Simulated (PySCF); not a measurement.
# From a raw peak list to a structure

Formula C₃H₅FO. The spectrum was simulated from the full spin Hamiltonian at 700 MHz with 0.6 Hz Lorentzian lines, from shifts rounded to 0.01 ppm and J to 0.1 Hz, couplings under 1 Hz left out.

Maxima in ppm (height), grouped by integral:
2H: 2.425 (8), 2.413 (10), 2.412 (25), 2.401 (27), 2.400 (27), 2.388 (26), 2.387 (11), 2.376 (8)
3H: 1.262 (50), 1.250 (100), 1.237 (48)

One computed conformer, rapidly exchanging positions averaged, relativity neglected, gas phase. J: B3LYP/pcJ-1 (spin–dipole term only in couplings to heteroatoms); PBE/pcSseg-2 with gauge-including orbitals; PBE0-D3(BJ)/def2-SVP geometry; PySCF 2.14.0 with density-fitted response routines.

Chemical shifts δ = σref − σ; TMS for ¹H (31.18 ppm), all at this level.

Question: Analyse the multiplets.

Answer: ¹H NMR (700 MHz, computed): δ 2.40 (qd, J = 8.8, 7.9 Hz, 2H), 1.25 (t, J = 8.8 Hz, 3H). These are first-order names from the parameters used; overlap and second-order distortion can hide them in the list.

Question: What is the compound?

Answer: propanoyl fluoride.

Atom-mapped SMILES (the numbers label the heavy atoms): `[CH3:1][CH2:2][C:3](=[O:4])[F:5]`; H(Xn) means a hydrogen on atom n.

δ 2.40: H(C2), hydrogen on an sp3 CH2 α to a carbonyl, coupled to H(C1) (8.8 Hz), F5 (7.9 Hz). δ 1.25: H(C1), hydrogen on a methyl carbon, coupled to H(C2) (8.8 Hz).

The data come from this structure; uniqueness wasn't tested.

Splittings below 1 Hz are ignored in the labels, and close J values are merged. Unscaled 3J(H,H) at this level run about 10 % above measured values.
